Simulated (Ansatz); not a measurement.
`CCCSCC` + H₂ → `CCSCC` + CH₄  (hydrogenolysis of a C–C bond)

Isolated molecules relaxed with PBE0-D4/def2-TZVP in Ansatz; ΔE leaves out vibrations. CCSD(T)/CBS is the MP2 limit (def2-TZVPP, def2-QZVPP) plus CCSD(T) − MP2 in def2-TZVPP, frozen cores. This one scheme is used for every species. Functionals use def2-TZVPP. B3LYP here is the variant with VWN-RPA as its local correlation; programs differ in this. HSE06 is defined as in plane-wave codes. One conformer a species, not always the lowest.

Task: Is it downhill or uphill in electronic energy at CCSD(T)/CBS, and by how much? (An estimate is asked.)

Result: The calculation gave: Downhill: ΔE = -66.5 kJ/mol.

Task: What do these levels give: revPBE-D4, PBE0-D4, r2SCANh-D4, BHLYP-D4, ωB97X-V, r2SCAN, B3LYP, HSE06, BHLYP, CCSD/def2-TZVPP, SCS-MP2/def2-QZVPP, CCSD/CBS(def2)? (An estimate is asked.)

Result: The calculation gave: revPBE-D4 -61.9, PBE0-D4 -69.0, r2SCANh-D4 -69.8, BHLYP-D4 -74.3, ωB97X-V -68.2, r2SCAN -71.1, B3LYP -79.6, HSE06 -73.6, BHLYP -80.4, CCSD/def2-TZVPP -70.9, SCS-MP2/def2-QZVPP -67.1, CCSD/CBS(def2) -70.1 kJ/mol.

Largest T1 diagnostic among the species: 0.009.

Leaving LDA and LC-ωPBE aside and taking each functional with its dispersion term where it has one, the values, not all of them listed here, spread over 13.2 kJ/mol, from B97M-V to revPBE-D4. LDA lies +9.1 kJ/mol from PBE without D4. The D4 term adds +8.2 kJ/mol with B3LYP and +4.7 kJ/mol with PBE0; it sums over pairs of atoms, weighted by their polarisabilities, and B3LYP, whose exchange is more repulsive, gets the larger term. In def2-TZVPP, CCSD(T) changes the Hartree–Fock value by +18.7 kJ/mol (the triples alone add +3.6 kJ/mol) and MP2 by +22.0 kJ/mol.
